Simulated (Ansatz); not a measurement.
Results of r²SCAN0 (Ansatz, a first-principles code, PAW) for rock-salt HfN.

Settings: plane-wave cutoff 520 eV, 10×10×10 k mesh, Fermi–Dirac smearing 0.05 eV, scalar-relativistic PAW data made under PBE.

Energies at three volumes about the minimum:

| V (Å³/atom) | E − E_lowest (meV/atom) |
|---|---|
| 11.201 | 6.81 |
| 11.457 | 0.00 |
| 11.776 | 6.36 |

Problem. Fit a parabola by hand: where is the minimum, what lattice constant follows, and what is the bulk modulus?

Solution. Slopes: (0.00 − 6.81)/(11.457 − 11.201) = -26.602 and (6.36 − 0.00)/(11.776 − 11.457) = 19.937 meV/Å³. Curvature E″ = 2 × (19.937 − (-26.602))/(11.776 − 11.201) = 161.875 meV/Å⁶. From the middle of the first interval, the slope vanishes at V0 = 11.3290 − (-26.602)/161.875 = 11.493 Å³/atom. B = V0 E″ = 11.493 × 161.875 meV/Å³ × 0.1602 GPa per meV/Å³ = 298 GPa. With 8 atoms in the cube, a = (8 × 11.493)^(1/3) = 4.513 Å. The full Birch–Murnaghan fit to all volumes gives V0 = 11.487 Å³/atom and B0 = 296 GPa.

Measured, for comparison: bulk modulus 260 GPa (room temperature, not corrected to a static lattice, our sources range from 260 to 306; as tabulated in Synthesis of Binary Transition Metal Nitrides, Carbides and Borides from the …); lattice constant a 4.524 Å (room temperature, not corrected to a static lattice; as tabulated in Seo, Lee, Wen, Petrov, Greene, Gall, J. Appl. Phys. 96, 878 (2004)). Computed (rounded) less measured: bulk modulus not scored (sources differ).
